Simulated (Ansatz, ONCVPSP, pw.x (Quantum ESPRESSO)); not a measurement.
## From atom to crystal: ONCV potential for copper

- Element: copper (Cu)
- Generator: ONCVPSP 4.0.1
- Type: optimised norm-conserving Vanderbilt (ONCV)
- Functional: PBEsol
- Relativity: scalar-relativistic
- Frozen core: [Ne] 3s2
- Valence charge: 17
- Reference configuration: 3p6 3d10 4s1
- Partial waves: 4s: rc 2.55 bohr, ncon 3, nbas 6, qcut 2.7 1/bohr, 2 projectors, debl 3.9 Ha; 3p: rc 1.20 bohr, ncon 4, nbas 8, qcut 12 1/bohr, 2 projectors, debl 0.9 Ha; 3d: rc 1.40 bohr, ncon 4, nbas 9, qcut 10.5 1/bohr, 2 projectors, debl 1.8 Ha
- Local potential: polynomial inside 1.05 bohr (lpopt 5, dvloc0 0 Ha)
- Core correction: none

In the p channel the program set the typed energies aside and used -2.646, 0.250 Ha.

Crystal test: fcc Cu in pw.x 7.5, no spin, 16³ k-points, Fermi–Dirac smearing 0.01 Ry, cutoffs 130/520 Ry. The reference is all-electron LAPW (Ansatz 0.2.0) with the same functional, mesh and smearing; V0 and B0 come from Birch–Murnaghan fits to the pressures at five volumes. Errors are pseudo minus all-electron; Δ is the rms difference of the E(V) curves that follow from these fits, minima aligned, over ±6 % about the mean V0. Mesh and smearing are coarse, so the numbers serve the comparison and aren't converged zero-temperature values; the lattice is a test structure that the element need not adopt.

```tsv
V (Å³/atom)	P all-electron (GPa)	P pseudo (GPa)
10.789	9.10	17.44
11.073	3.92	13.29
11.357	-0.53	8.66
11.641	-4.36	3.82
11.925	-7.66	-0.80
```

All-electron: a0 = 3.564 Å (V0 = 11.32 Å³/atom), B0 = 167.7 GPa.

Pseudopotential: mean pressure error (GPa): +8.39; a0 (Å): 3.621; a0 error (%): +1.60; B0 error (%): +19.4; Δ (meV/atom): 20.6. The largest radius (2.55 bohr) exceeds half the bond length (2.38 bohr), so the spheres overlap, which is one possible source of error among others. This is a poor potential for the solid. Atomic configuration tests: 1 of 4 tests not solved or not reliable.

Q: At the middle volume, how do free energy and pressure move when the wave cutoff is lowered (ecutrho kept at four times it)?

A:

```tsv
cutoff (Ry)	shift of F (meV/atom)	shift of P (GPa)
58	+40405.6	-2016.62
78	+4565.3	-439.09
104	+59.2	-11.26
```

The run at the middle volume (145 k-points, 15 iterations) took about 2 min on one core of a shared host (Intel(R) Xeon(R) Processor @ 2.60GHz, 24 threads, 31 GiB, load 9).
